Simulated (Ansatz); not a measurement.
GaS (P6₃/mmc, No. 194) was calculated with PBEsol (Ansatz, a quantum-chemistry and plane-wave program, plane waves, PAW).

Settings: plane-wave cutoff 500 eV, 12×12×4 k mesh (along the axes of the cell as run), gaussian smearing 0.02 eV, scalar-relativistic PAW data made under PBE.

Computed at the level's own relaxed cell.

### Question
Estimate the volume per atom, lattice parameter a, lattice parameter c and band gap that the calculation returns.

### Answer

volume per atom: 22.10 Å³/atom
lattice parameter a: 3.568 Å
lattice parameter c: 16.030 Å
band gap: 1.74 eV (on the SCF k mesh)

Measured, for comparison: band gap 2.5 eV (temperature not stated, no zero-point or thermal correction, compiled measured gap; kind and temperature not stated; as tabulated in Kothakonda et al. (2022), arXiv:2208.02841).

Note: the cell comes from a level without a dispersion term, which matters for the spacing of layers, chains or molecules; the cell has widely spaced layers and the level no dispersion term, so their spacing and the moduli can rest on weak binding.

Spin–orbit coupling is not included.

The result took about 12 core-minutes (a rough figure).
